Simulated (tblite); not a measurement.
Run record: molecular-dynamics run, 1,2,4-thiadiazole, `c1ncsn1`.

Computed with GFN2-xTB (tblite), gas phase: Langevin dynamics at 300 K from the optimised GFN2-xTB geometry, time step 0.5 fs, friction 0.01 fs⁻¹, 2000 steps. The command runs a driver script over a list of jobs; the input below is this job's line of settings and its coordinates in Å. «temperature» is in K, «steps» counts time steps and «every» is the stride of the printed frames; «frames» go on to single points.

Command:
```bash
OMP_NUM_THREADS=1 python probes_run.py task.json out
```

Input:
```
{"job": {"kind": "md", "xc": "GFN2-xTB", "basis": "xTB", "temperature": 300, "steps": 2000, "every": 50, "frames": 5}, "charge": 0, "multiplicity": 1}
C     -0.928253    -0.512103     0.085881
N      0.345000    -0.884528     0.309602
C      1.106698     0.154421     0.243035
S      0.211101     1.595097    -0.101016
N     -1.177269     0.745551    -0.146066
H     -1.721815    -1.236197     0.098464
H      2.167871     0.142665     0.382615
```

Output:
```
t/fs     T/K      E/eV
    0.0   242.7   -391.20265
   25.0   128.4   -391.06857
   50.0   194.9   -391.01901
   75.0   279.2   -391.07644
  100.0   306.1   -391.08615
  125.0   307.4   -390.98351
  150.0   279.6   -390.99606
  175.0   399.1   -391.04695
  200.0   420.9   -391.07300
  225.0   312.9   -390.98401
  250.0   288.5   -391.01417
  275.0   292.8   -390.92903
  300.0   417.2   -391.05357
  325.0   420.9   -391.03837
  350.0   276.0   -391.01604
  375.0   332.8   -391.02648
  400.0   391.1   -391.11578
  425.0   267.4   -391.07373
  450.0   218.1   -391.08573
  475.0   308.0   -391.11537
  500.0   241.5   -391.07493
  525.0   234.3   -390.92613
  550.0   334.1   -390.97936
  575.0   356.0   -391.10572
  600.0   204.6   -390.97730
  625.0   284.2   -391.02343
  650.0   332.9   -391.10346
  675.0   177.9   -391.09144
  700.0   227.1   -391.06628
  725.0   226.5   -391.04156
  750.0   286.5   -391.10585
  775.0   119.3   -391.07041
  800.0   180.1   -391.12532
  825.0   336.8   -391.11187
  850.0   247.9   -391.09358
  875.0   260.9   -391.06252
  900.0   239.4   -391.06384
  925.0   304.6   -391.04622
  950.0   361.0   -391.01541
  975.0   320.8   -390.95651
 1000.0   327.8   -390.94269
```

E is the potential energy; T comes from the kinetic energy over all 3N coordinates.

Task: Sum up the printed frames.

Result: 41 frames over 1000 fs. T runs from 119 K (775 fs) to 421 K (200 fs), with a mean of 285 K over all frames and 267 K from 500 fs on. E starts at -391.203 eV, peaks 0.277 eV above that at 525 fs, and averages 0.156 eV above it from 500 fs on.

Task: Give the last frame.

Result: 0.05 Å rms from the start after alignment:
```
atom  x, y, z in Å
C1     -2.722    0.183    0.297
N2     -1.917   -0.657    0.967
C3     -0.777   -0.142    1.070
S4     -0.678    1.404    0.394
N5     -2.247    1.254   -0.194
H6     -3.785   -0.133    0.022
H7     -0.008   -0.683    1.591
```

Hardware: one thread, AMD EPYC 9R45 (x86_64), shared host with 96 logical CPUs at a one-minute load of 36. Cost: 3.3 s, 0.18 GiB resident at most.
